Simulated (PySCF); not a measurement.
Input of a run (PBE0-D3(BJ)/def2-SVP geometry optimisation, gas phase (PySCF 2.14.0)), started from GFN2-xTB:
```
{"job": {"xc": "PBE0", "basis": "def2-SVP", "d3": "d3bj", "grid": 1, "maxiter": 30, "shake": 0.01, "kind": "geom"}, "charge": 0, "multiplicity": 1}
P      0.018930    -0.022090     0.574560
H     -0.564340     1.004100    -0.207800
H      1.138140    -0.018640    -0.198210
H     -0.554740    -0.988730    -0.201560
```

Output (energies in Eh, forces in Eh/bohr):
```
step   0  E = -342.89322127  max force = 0.032281
step   1  E = -342.89699145  max force = 0.010609
step   2  E = -342.89728145  max force = 0.002207
step   3  E = -342.89729377  max force = 0.000078
optimisation converged
```

Question: Summarise the run.

Answer: The energy falls by 10.7 kJ/mol over 4 energy and gradient evaluations, the largest force component goes from 0.0323 to 7.8e-05 Eh/bohr, and the atoms move by 0.051 Å rms after alignment. The bond that changes most is P1–H3 (phosphine phosphorus to P–H hydrogen), which lengthens by 0.069 Å. Bonds longer at the end by more than 0.005 Å: 3 of 3; shorter: 0. The energy never rose by more than 1e-6 Eh on the way. The first step brought 93 % of the lowering.

Question: What are the final bond lengths?

Answer: P1–H2 1.429 Å, P1–H3 1.429 Å, P1–H4 1.429 Å. Numbering counts from 1 in the input's order; the species is `P` (PH3).

The run used 33 basis functions and 22 SCF cycles in all.

Not checked by PBE0-D3(BJ)/def2-SVP frequencies.
